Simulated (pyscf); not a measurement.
# Hydrogen abstraction: HN=SiH₂ + H• → [N=SiH₂]• + H₂

Gas phase, doublet surface, charge 0. Bonds broken: N1–H3. Bonds formed: H3–H6. Single points on ωB97X-D3(BJ)/def2-SVP structures (PySCF, gas phase).

Transition state (Å):

```xyz
6

N      1.2582     0.2500     0.4072
Si     0.1638     0.2246    -0.8037
H      0.5691     0.1773     1.5536
H     -1.3137     0.1371    -0.6776
H      0.6425     0.2933    -2.2043
H     -0.1168     0.1218     2.1193
```

One imaginary mode, 1181i cm⁻¹; descent along it reached the two sides named.

```csv
bond,change,reactant side (Å),saddle,product side
N1–H3,breaks,1.018,1.339,2.442
H3–H6,forms,3.0,0.891,0.762
```

Electronic energies relative to the separated reactants (kcal/mol):

| level | barrier | reaction energy | reverse barrier |
|---|---|---|---|
| ωB97X-D3(BJ)/def2-TZVP | 12.8 | +5.9 | 7.0 |
| PBE/def2-TZVP | 7.2 | +6.6 | 0.6 |
| r²SCAN/def2-TZVP | 6.6 | +3.1 | 3.5 |
| B3LYP-D3(BJ)/def2-TZVP | 7.1 | +2.3 | 4.8 |
| PBE0-D3(BJ)/def2-TZVP | 10.7 | +7.2 | 3.6 |
| M06-2X/def2-TZVP | 14.6 | +6.4 | 8.2 |
| ωB97M-D3(BJ)/def2-TZVP | 13.1 | +6.1 | 6.9 |
| HF/def2-TZVP | 20.6 | -3.8 | 24.4 |

With ωB97M-D3(BJ)/def2-TZVP energies and thermal terms (ideal gas, 1 atm, RRHO with modes under 100 cm⁻¹ raised to 100, one conformer, R ln 2 for chiral ones without a mode under 150 cm⁻¹), in kcal/mol:

```json
[
 {"T (K)": "298", "ΔH‡": "11.4", "ΔG‡": "18.1", "ΔH": "+5.2", "ΔG": "+4.3"},
 {"T (K)": "600", "ΔH‡": "10.9", "ΔG‡": "25.2", "ΔH": "+5.2", "ΔG": "+3.2"},
 {"T (K)": "900", "ΔH‡": "10.6", "ΔG‡": "32.4", "ΔH": "+4.8", "ΔG": "+2.3"},
 {"T (K)": "1200", "ΔH‡": "10.4", "ΔG‡": "39.7", "ΔH": "+4.3", "ΔG": "+1.6"}
]
```

The same reactants have a lower exit, to [HN=SiH]• + H₂ (barrier +3.8 kcal/mol at ωB97M-D3(BJ)/def2-TZVP, against +13.1 kcal/mol here). HN=SiH₂ lies 18.2 kcal/mol over its isomer H₂N–SiH: [singlet] (electronic energy, ωB97M-D3(BJ)/def2-TZVP). [N=SiH₂]• lies 28.8 kcal/mol over its isomer [HN=SiH]• (electronic energy, ωB97M-D3(BJ)/def2-TZVP). This is the saddle that the search found; another between the same sides may lie lower. The angle at the transferred H is 161°.
